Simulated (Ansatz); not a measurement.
# Worked example: correlation energy of HGe–N–N⁺, singlet

Geometry: that of the HGe–N–N, doublet, kept fixed.

```yaml
atoms:
  - { symbol: Ge, position_ang: [0.0000, -0.0314, 0.7202] }
  - { symbol: N, position_ang: [0.0000, 0.0753, -1.3406] }
  - { symbol: N, position_ang: [0.0000, -0.0244, -2.4388] }
  - { symbol: H, position_ang: [0.0000, 1.5572, 0.6162] }
```

Basis cc-pVDZ; Ansatz 0.2.0. Correlated methods freeze the noble-gas cores and the filled d shells of p-block atoms, which leaves 14 electrons in 44 orbitals. Prefix R: restricted or restricted open-shell reference. No spin–orbit coupling is included, and no scalar relativity.

Full CI isn't at hand for all of this; RCCSDT(Q) serves as the reference, and is uncertain by about the last step of the cluster series.

Runs differ by some tens of microhartree through their thresholds, so steps under 0.03 kcal/mol mean nothing.

```csv
level,total energy (hartree)
RHF,-2184.551381
RMP2,-2184.926512
RCCSD,-2184.946230
RCCSD(T),-2184.961349
RCCSDT,-2184.961732
RCCSDT(Q),-2184.963763
```

Problem. What is the correlation energy at RCCSDT(Q), and what share of it do RMP2 and RCCSDT recover?

Solution. E(corr) = -2184.963763 − (-2184.551381) = -0.412382 hartree = -11.221 eV. RMP2: -0.375131 / -0.412382 = 90.97 %. RCCSDT: -0.410351 / -0.412382 = 99.51 %.

Problem. By how many kcal/mol does RCCSD(T) miss RCCSDT(Q) (1 hartree = 627.509 kcal/mol), and which steps make up the rest?

Solution. -2184.961349 − (-2184.963763) = 0.002414 hartree = 1.51 kcal/mol. Steps: RCCSDT − RCCSD(T) = -0.24, RCCSDT(Q) − RCCSDT = -1.27 kcal/mol. Differences between like states or geometries often cancel part of this.
